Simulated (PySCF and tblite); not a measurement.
Values are calculated unless marked as measured or tabulated.
Stationary points of acryloyl chloride at GFN2-xTB, in Å:

Structure A

```
 1 C    -1.286   -0.043    0.117
 2 C    -0.054   -0.446   -0.176
 3 C     1.087    0.439    0.054
 4 O     1.090    1.544    0.490
 5 Cl    2.617   -0.331   -0.409
 6 H    -1.460    0.939    0.527
 7 H    -2.144   -0.673   -0.041
 8 H     0.159   -1.420   -0.587
```

Structure B

```
 1 C    -1.250   -0.023   -0.154
 2 C    -0.058   -0.489    0.171
 3 C     1.149    0.346    0.275
 4 O     1.617    0.882    1.218
 5 Cl    1.950    0.471   -1.313
 6 H    -1.412    1.019   -0.370
 7 H    -2.108   -0.669   -0.214
 8 H     0.111   -1.536    0.387
```

Structure C

```
 1 C    -1.164   -0.123   -0.382
 2 C    -0.110   -0.397    0.376
 3 C     1.203    0.237    0.273
 4 O     2.156    0.005    0.944
 5 Cl    1.324    1.467   -0.998
 6 H    -1.124    0.619   -1.162
 7 H    -2.100   -0.637   -0.242
 8 H    -0.152   -1.143    1.159
```

Level: PBE0/pcSseg-2 + D3(BJ) on GFN2-xTB stationary points, with GFN2-xTB thermal terms.

**Question.** Which structure is a saddle point, and along which motion?

**Answer.** B: one imaginary mode (106i cm⁻¹ at GFN2-xTB, mostly on C1, H6, H8), along the rotation about the C2–C3 bond (torsion C1–C2–C3–O4 from 0° to 180°, rising).

**Question.** Give their symmetry and energies above the lowest.

**Answer.** A Cs, 0.1 kcal/mol; B C1, 6.0 kcal/mol; C Cs, 0.0 kcal/mol.
